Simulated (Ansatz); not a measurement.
LiF, SMILES [F][Li].

Geometry: PBE0-D3(BJ)/def2-TZVPD.

Two levels are set side by side: PBE/def2-TZVPD (Ansatz, a first-principles code) and CAM-B3LYP/def2-TZVPD (Ansatz). Energy differences of separate SCF runs at the same geometry; the states with an electron removed or added have multiplicity 2 and 2. Differences are taken from unrounded values.

```csv
quantity,CAM-B3LYP
vertical ionisation energy (eV),11.75
vertical singlet–triplet gap (eV),6.64
```

Task: What does PBE give, and how far is it from CAM-B3LYP? (An estimate is asked for; the answer gives what the named calculation found.)

Result: 
```tsv
quantity	PBE	PBE minus CAM-B3LYP
vertical ionisation energy (eV)	11.81	0.06
vertical singlet–triplet gap (eV)	6.69	0.04
```

On these quantities the two levels nearly agree.
